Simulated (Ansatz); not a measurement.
# SiH4 (singlet): the correlation ladder, aug-cc-pVDZ

An exercise on one series of results from a longer session: the logs are not shown, and one member is left open.

Computed with Ansatz 0.2.0, Gaussian basis. Level: aug-cc-pVDZ, core rule «outside noble gas», up to 5 orbitals frozen.

The runs, in order: UHF; CCSD(T) on RHF; BCCD(T) on RHF; CISD; CCSDT(Q) on RHF; CASSCF and MRCISD+Q, 8 electrons in 8 orbitals; CASSCF and MRCISD+Q(relaxed), 8 electrons in 8 orbitals; CASSCF and NEVPT2, 8 electrons in 8 orbitals.

28 further runs of the same task are left out: 11 for a known fault of the program, 6 that didn't finish, 11 set aside as unsound or not needed.

## The system

The geometry is a PBE0/def2-TZVPD stationary point (not a proven minimum) of the parent state, kept for this charge and spin.

5 atoms, charge 0, spin multiplicity 1.

Atoms are counted from 1 here; the program's logs count them from 0.

Bond lengths: Si1–H2 1.502 Å, Si1–H3 1.502 Å, Si1–H4 1.502 Å, Si1–H5 1.502 Å. Angles: H2–Si1–H3 109.5°, H2–Si1–H4 109.5°, H2–Si1–H5 109.5°, H3–Si1–H4 109.5°, H3–Si1–H5 109.5°, H4–Si1–H5 109.5°.

The first run:

in.yaml reads:

```yaml
crystal:
  periodic: [false, false, false]
  atoms:
    - {symbol: Si, position_ang: [0.000000, 0.000000, 0.000000]}
    - {symbol: H, position_ang: [0.864673, 0.868123, 0.869455]}
    - {symbol: H, position_ang: [-0.869974, -0.866902, 0.865375]}
    - {symbol: H, position_ang: [-0.864856, 0.866715, -0.870676]}
    - {symbol: H, position_ang: [0.870158, -0.867936, -0.864154]}
basis:
  gaussian: {orbitals: aug-cc-pVDZ}
magnetization: {spin_polarized: true, initial_magnetization: 0}
hamiltonian: {xc: hf}
output: {orbitals: {seedname: orbitals}}
```

Command:

```
> ansatz run in.yaml --threads 1 --pin off --events-out ev --progress --plain --max-ram 2393MiB
```

Steps of the session up to this table: UHF; CCSD(T) on RHF; BCCD(T) on RHF; CISD; CCSDT(Q) on RHF; CASSCF and MRCISD+Q, 8 electrons in 8 orbitals; CASSCF and MRCISD+Q(relaxed), 8 electrons in 8 orbitals; CASSCF and NEVPT2, 8 electrons in 8 orbitals.

One of the session's tables, all rows but one given; the rest of the session is left out.

```
                   method  from RCCSDT(Q) (meV)
                      RHF               +4286.7
                     RMP2                +971.3
                     CISD                     ?
                    RCCSD                +101.1
                 RCCSD(T)                 +21.0
                  BCCD(T)                 +20.6
                   RCCSDT                  +2.1
                RCCSDT(Q)                     0
           CASSCF valence               +2740.8
           NEVPT2 valence                +924.1
           MRCISD valence                +147.2
         MRCISD+Q valence                 +14.3
MRCISD+Q(relaxed) valence                 -17.7
```

Estimate the missing values for CISD.

As computed: from RCCSDT(Q) (meV): +314.1. In the column «from RCCSDT(Q) (meV)» it lies between MRCISD valence (+147.2) and NEVPT2 valence (+924.1).

Among the levels timed on like hardware and quicker than the yardstick, those that no quicker one beats, quickest first: RCCSD(T) (0.54 s, +21.0 meV); BCCD(T) (0.69 s, +20.6 meV); MRCISD+Q valence (3.9 s, +14.3 meV).

To keep in mind: Of the multireference levels listed MRCISD+Q valence comes nearest in total energy (+14.3 meV), which doesn't show that its space is the better one.
